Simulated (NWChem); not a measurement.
Atomisation of isobutane (C4H10)

```
C
H 1 1.1061
C 1 1.5255 2 107.65
H 3 1.1015 1 111.53 2 -60.26
H 3 1.1015 4 107.74 1 -122.71
H 3 1.1034 4 107.51 5 -115.60
C 1 1.5255 2 107.65 3 120.00
H 7 1.1015 1 111.53 2 60.26
H 7 1.1015 8 107.74 1 122.71
H 7 1.1034 8 107.51 9 115.60
C 1 1.5255 2 107.65 3 -120.00
H 11 1.1015 1 111.53 2 -60.26
H 11 1.1015 12 107.75 1 -122.71
H 11 1.1034 12 107.51 13 -115.60
```
Charge 0, spin multiplicity 1.

All runs are NWChem calculations. Structure: optimised with PBE0/def2-SVP, a minimum by its harmonic frequencies.

Basis set: def2-TZVP. The atomisation energy is electronic alone: no zero-point, thermal, spin-orbit or counterpoise terms. No value is extrapolated to the basis-set limit. Free atoms are single determinants with multiplicities C 3, H 2.

The stability of the SCF solutions was not checked. Open-shell Hartree-Fock references start from PBE0 orbitals.

**Question.** One of these methods gave an atomisation energy of 1280.5 kcal/mol. Which?
A) CAM-B3LYP
B) LDA (SVWN5)
C) HF
D) BLYP

**Answer.** D, BLYP. The others give 1462.3 (LDA (SVWN5)), 1302.3 (CAM-B3LYP), 996.0 (HF).
